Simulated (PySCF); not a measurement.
Compound: BHCl2.
SMILES: `ClBCl`

Computed with TDDFT CAM-B3LYP/aug-cc-pVTZ, vertical, gas phase, core orbitals frozen in the response in PySCF. Geometry: PBE0-D3(BJ)/def2-TZVP; no solvent, vibrations or thermal averaging.

Broadening: Gaussians 0.5 eV wide at half height, area fixed by f = 4.319×10⁻⁹ ∫ε dν̃. The cross-section is σ = 3.8235×10⁻²¹ ε cm², given in Mb (10⁻¹⁸ cm²). The width is an assumption, not a result. The curve ends short of the highest state used, and states not computed would add to its high-energy end.

```
λ (nm)  σ (Mb)
 147.3   27.37
 150.0   19.86
 152.7    9.60
 155.4    3.24
 158.1    0.82
 160.8    0.33
 163.5    1.06
 166.2    3.99
 169.0   10.96
 171.7   20.75
 174.4   29.05
 177.1   30.90
 179.8   25.58
 182.5   16.84
 185.2    9.00
 187.9    3.98
 190.6    1.48
 193.4    0.46
 196.1    0.14
 198.8    0.07
 201.5    0.09
 204.2    0.13
 206.9    0.17
 209.6    0.19
 212.3    0.20
 215.0    0.18
 217.8    0.14
 220.5    0.10
 223.2    0.07
 225.9    0.04
 228.6    0.02
 231.3    0.01
 234.0    0.01
 236.7    0.00
 239.4    0.00
 242.2    0.00
```

(1) Locate the maxima and give the states behind the curve.

(2) On this curve, what absorbance would a 10⁻³ mol/L sample give at 222 nm over a 1 cm path?

(3) Coming from long wavelengths, where does ε first pass 100 L mol⁻¹ cm⁻¹?

## Answers

(1) 211 nm (5.87 eV), ε about 52, made up of S1 (100%); 176 nm (7.03 eV), ε about 8200, made up of S3 (100%) (ε in L mol⁻¹ cm⁻¹; maxima over ε = 5, shares over 10%). At its high-energy end, 8.42 eV, the curve is still rising (ε about 7200, from S4, S5 and S6). The states used: S1 5.87 eV (f 0.0010); S2 6.01 eV (f 0.0000); S3 7.03 eV (f 0.151); S4 8.28 eV (f 0.017); S5 8.42 eV (f 0.050); S6 8.49 eV (f 0.070); S7 8.80 eV (f 0.0000); S8 8.83 eV (f 0.0000); S9 8.85 eV (f 0.0015); S10 9.02 eV (f 0.094).

(2) 222 nm is 5.585 eV, where ε is about 21 L mol⁻¹ cm⁻¹, so A = ε c l ≈ 0.021 (Beer–Lambert, with the gas-phase spectrum and the assumed width).

(3) At about 194 nm (6.40 eV), 0.53 eV above S1.
